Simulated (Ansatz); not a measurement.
Input for Ansatz (development build ahead of 0.2.0):

```yaml
crystal:
  periodic: [false, false, false]
  atoms:
    - { symbol: O, position_ang: [0.00216, -0.00667, 0.11787] }
    - { symbol: H, position_ang: [-0.00846, 0.7489, -0.46833] }
    - { symbol: H, position_ang: [-0.00898, -0.74938, -0.47094] }
basis:
  gaussian: { orbitals: aug-cc-pVTZ }
hamiltonian:
  xc: { name: wB97X }
```

The input is written out in the form of the current development build from the run's settings.

Results

| Quantity | Value |
| --- | --- |
| Converged | yes |
| Total energy | -76.44126 hartree |
| Spin squared of the determinant | 0.000 |
